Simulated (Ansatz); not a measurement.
Cohesive energy (eV/atom) of solids drawn from the class of elemental solids other than molecular ones, at two levels: LDA in Ansatz (plane waves, PAW), and PBEsol in Ansatz (plane waves, PAW).

```tsv
solid	LDA	PBEsol	shift (eV/atom)
α-phase Ga	3.44	3.07	-0.37
fcc Sr	1.89	1.81	-0.08
fcc Cu	4.56	4.08	-0.48
hcp Zn	1.88	1.58	-0.30
fcc Rh	7.60	6.68	-0.92
hcp Hf	7.53	7.06	-0.47
fcc Ir	9.30	8.39	-0.91
hcp Lu	4.96	4.63	-0.33
hcp Re	9.66	8.82	-0.84
body-centred tetragonal In	3.08	2.73	-0.35
```

The shifts run from -0.92 eV/atom to -0.08 eV/atom, with a median of -0.42 eV/atom.

Over all 10 rows PBEsol is the larger in 0.

Ansatz's runs of these crystals have no spin polarisation.

Spin–orbit coupling is left out, also for the solids with elements from indium on (hcp Hf, fcc Ir, hcp Lu, hcp Re, body-centred tetragonal In); its size isn't shown.

Free atoms are spin-polarised, in the lowest state found; at levels without +SOC their spin–orbit coupling is left out. Each level is taken at its own relaxed cell. Ansatz's density-functional and Hartree–Fock values are scalar-relativistic unless marked +SOC, with PAW data made under PBE.

Ansatz is an electronic-structure program.
